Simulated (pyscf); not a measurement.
A first-order saddle from PySCF, ωB97X-D3(BJ)/def2-SVP:

```xyz
5

Sn     1.2837    -0.3375     0.1531
H     -0.1092     0.2614    -1.2618
H      0.1302     1.0778    -0.7314
F      0.0045    -0.9091    -1.5446
H     -0.0574    -0.6107     1.2738
```
Charge 0, spin multiplicity 1.

Surface: singlet, charge 0. Lowest wavenumbers (cm⁻¹): 1105i, 478, 525, 665, 983.

**Question.** Which two sides does it connect, and which bonds change?

**Answer.** SnH₂ [singlet] + HF ⇌ F–SnH: [singlet] + H₂, a four-centre exchange read from left to right: H–Sn, F–H broken and F–Sn, H–H formed. At ωB97M-D3(BJ)/def2-TZVP it lies 0.00 eV from the left side and +0.94 eV from the right (each side as separated species at their lowest minima found). On the reactant side the descent ends in a bound adduct, 0.37 eV under the separated species and 0.31 eV under the saddle at ωB97X-D3(BJ)/def2-TZVP. At the saddle there is also a short H–Sn contact that neither side keeps. This is the saddle that the search found; another between the same sides may lie lower. Elements past Kr carry the def2 core potentials, without spin-orbit coupling.
